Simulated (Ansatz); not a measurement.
This script drives Ansatz 0.2.0 through its Python package.

The script, `md_ch5bo.py`:
```python
"""A short Born-Oppenheimer trajectory of CH5BO."""

from dataclasses import dataclass
import logging
import sys

import ansatz as az
import numpy as np

logging.basicConfig(stream=sys.stdout, format="[%(levelname)s] %(message)s")
log = logging.getLogger("run")
log.setLevel(logging.INFO)


@dataclass(frozen=True)
class Options:
    basis: str = "6-31G"
    xc: str = "pbe"
    n_steps: int = 20
    temperature_k: int = 500


cfg = Options()

geometry = (
    az.Crystal.molecule()
    .atom("B", [-0.5773, 0.4698, -0.7158])
    .atom("C", [0.4581, 0.0861, 0.351])
    .atom("O", [0.6432, -1.2931, 0.2871])
    .atom("H", [-0.3662, 0.3047, -1.8769])
    .atom("H", [-1.6183, 1.0468, -0.4049])
    .atom("H", [0.1305, 0.4178, 1.3663])
    .atom("H", [1.4404, 0.6118, 0.1233])
    .atom("H", [-0.0183, -1.7011, 0.8142])
)

calculation = geometry.calculation()
calculation = calculation.basis(gaussian=cfg.basis)
calculation = calculation.functional(cfg.xc)
symbols = [site.symbol for site in geometry.cartesian_sites]
start = np.array([site.position_ang for site in geometry.cartesian_sites], dtype=float)
r = calculation.relax(force_tolerance=0.02, max_steps=100).run(threads=1).report
end = np.array(r["positions_ang"])
minimum = az.Crystal.molecule()
for symbol, place in zip(symbols, end):
    minimum = minimum.atom(symbol, place.tolist())

# dynamics from the relaxed geometry
calculation = minimum.calculation()
calculation = calculation.basis(gaussian=cfg.basis)
calculation = calculation.functional(cfg.xc).md("nve", timestep=1.0, steps=cfg.n_steps, temperature=cfg.temperature_k, initial_velocities="maxwell_boltzmann", seed=5)
frames = []
res = calculation.session().plan().execute(on_event=lambda e: frames.append(e["data"]) if e["event"] == "md_step" else None)
log.info("t (fs)   E_pot (eV)      E_kin (eV)   T (K)   d(0-1) (A)")
for f in frames[::2]:
    xyz = np.array(f["positions_ang"])
    log.info(f"{f['time_fs']:6.2f} {f['lagrangian_ev']:14.5f} {f['e_kin_ev']:10.5f} {f['temperature_k']:8.1f} {np.linalg.norm(xyz[0] - xyz[1]):9.4f}")
kept = np.array([f["conserved_ev"] for f in frames])
log.info(f"conserved energy moves by at most {1000 * np.ptp(kept):.3f} meV")
symbols = [site.symbol for site in geometry.cartesian_sites]
with open("last_frame.xyz", "w") as handle:
    handle.write(f"{len(symbols)}\nt = {frames[-1]['time_fs']} fs\n")
    handle.writelines("{:2s} {:10.5f} {:10.5f} {:10.5f}\n".format(s, *xyz) for s, xyz in zip(symbols, frames[-1]["positions_ang"]))
```

It is started by `python md_ch5bo.py`. Estimate its wall time and peak memory on 1 thread of Arm Neoverse V2 (shared host).

It took about 40 s, with a peak of 0.19 GiB, for 2 runs of the engine.

`python md_ch5bo.py` gives:
```text
[INFO] t (fs)   E_pot (eV)      E_kin (eV)   T (K)   d(0-1) (A)
[INFO]   0.00    -3834.37298    0.38778    500.0    1.5518
[INFO]   2.00    -3834.25758    0.27714    357.3    1.5586
[INFO]   4.00    -3834.13044    0.15185    195.8    1.5662
[INFO]   6.00    -3834.09876    0.11749    151.5    1.5740
[INFO]   8.00    -3834.06497    0.08672    111.8    1.5800
[INFO]  10.00    -3834.15143    0.17094    220.4    1.5816
[INFO]  12.00    -3834.25313    0.27010    348.3    1.5786
[INFO]  14.00    -3834.22996    0.24870    320.7    1.5739
[INFO]  16.00    -3834.16110    0.18103    233.4    1.5699
[INFO]  18.00    -3834.11495    0.13433    173.2    1.5673
[INFO]  20.00    -3834.08359    0.10471    135.0    1.5650
[INFO] conserved energy moves by at most 6.957 meV
```

It writes `last_frame.xyz`:
```text
8
t = 20.0 fs
B    -0.63900    0.51123   -0.68351
C     0.38059    0.08911    0.42619
O     0.91919   -1.27200    0.58848
H    -1.01931   -0.29096   -1.49137
H    -1.10938    1.63906   -0.67483
H    -0.15806    0.37743    1.31691
H     1.30107    0.66853    0.34981
H     0.15610   -1.72878    0.13292
```

What to keep in mind:
- Total energies depend on the basis set; only differences at equal settings carry meaning.
- The trajectory is only some femtoseconds long, so its temperature is not equilibrated; where the script doesn't relax first, it starts from a rough generated geometry.
- The temperature counts the internal degrees of freedom alone.
- With hydrogen a step over 0.5 fs is long.

(Lines on the test bed's own set-up are left out of the output.)
